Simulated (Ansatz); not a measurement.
C₃HFO, SMILES `O=CC#CF` at its PBE0-D4/def2-TZVP geometry, where that method's forces vanish. Total charge 0; spin multiplicity 1.

```xyz
6

O    -0.5301   -1.9929    0.2985
C     0.0039   -0.9635    0.6147
C    -0.0195    0.2370   -0.1847
C    -0.0081    1.2595   -0.8090
F    -0.0088    2.3272   -1.4836
H     0.5626   -0.8673    1.5641
```

(1) What forces (eV/Å) does PBE-D4/def2-TZVPP give on these atoms in Ansatz? (An estimate is asked.)

Results:

(1) Ansatz gave: 
```
O1  -0.586 -1.153 -0.332
C2   0.389  0.921  0.122
C3   0.011 -1.092  0.708
C4   0.021  0.617 -0.351
F5  -0.006  0.650 -0.422
H6   0.172  0.057  0.275
```
